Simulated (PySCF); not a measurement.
SiH₄, SMILES [SiH4]. Geometry optimised at B3LYP-D3(BJ)/def2-TZVPD. The isomer is the one that the SMILES or the coordinates give; other isomers of the formula were not compared.

Computed equilibrium geometry at B3LYP-D3(BJ)/def2-TZVPD (PySCF confirms it by a frequency run) as Cartesian coordinates in Å, and its point group:
point group Td.
```xyz
5

Si     0.0000     0.0000     0.0000
H      0.8546    -0.8546    -0.8546
H     -0.8546    -0.8546     0.8546
H     -0.8546     0.8546    -0.8546
H      0.8546     0.8546     0.8546
```
Charge 0, spin multiplicity 1.
